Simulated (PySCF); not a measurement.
## [PH4]+ at several levels of theory

All levels use the PBE0 minimum (singlet; P–H 1.401 Å (×4); H–P–H 109.5° (×6)), basis [P def2-TZVP, H def2-TZVP], no relativity, density fitting, no spin–orbit coupling, PySCF. For vertical energies the ionised species is a doublet (spins chosen at PBE0 and kept) and the electron-attached one a doublet. Open shells are unrestricted, also as the reference of the correlated levels. A dash marks a value that was not computed or is not defined at that level.

```xyz
5
charge 1 multiplicity 1, angstrom
P     0.0000    0.0000    0.0000
H    -0.8089   -0.8089    0.8089
H     0.8089   -0.8089   -0.8089
H    -0.8089    0.8089   -0.8089
H     0.8089    0.8089    0.8089
```

```tsv
level	vertical IP (eV)	vertical EA (eV)	−ε(HOMO) (eV)	gap (eV)
CCSD(T)	?	?	–	–
HF	21.87	2.83	22.74	20.38
MP2	22.44	3.36	–	–
PBE0	?	?	?	?
PBE	21.90	3.95	17.74	10.63
B3LYP	22.17	3.86	18.95	12.62
r2SCAN	22.06	3.92	18.12	11.45
wB97X	22.27	3.58	21.70	17.97
```

Problem. Fill in the row of PBE0.

Solution. vertical IP (eV) 22.14, vertical EA (eV) 3.85, −ε(HOMO) (eV) 19.18, gap (eV) 13.12.

Problem. Fill in the row of CCSD(T).

Solution. vertical IP (eV) 22.35, vertical EA (eV) 3.45.

For PH₄⁺ itself CCSD(T) correlates 8 electrons; T1 = 0.012, D1 = 0.019, (T) = -12 kJ/mol.
